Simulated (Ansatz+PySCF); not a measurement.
The numbers below are computed, except where a source is named.
Input for PySCF 2.14.0:

```python
from pyscf import gto, scf, cc

mol = gto.M(atom="""
C 0.000000 0.000000 0.000000
H 0.792480 0.792480 0.792480
H 0.633990 -0.633990 -0.633990
H -0.633990 0.633990 -0.633990
H -0.633990 -0.633990 0.633990
""", basis='6-31g', charge=0, spin=0)
mf = scf.UHF(mol)
mf.kernel()
mycc = cc.CCSD(mf, frozen=1).run()
et = mycc.ccsd_t()
print(mf.e_tot, mycc.e_corr, et, mycc.e_tot + et)
```

The script is written out from the run's settings.

Output:

```yaml
Converged: yes
Reference_energy: -40.14540 hartree
CCSD_correlation_energy: -0.12554 hartree
Triples_correction: -0.00204 hartree
Total_energy: -40.27297 hartree
```

Caution: bonds are stretched, where a single reference can fail.
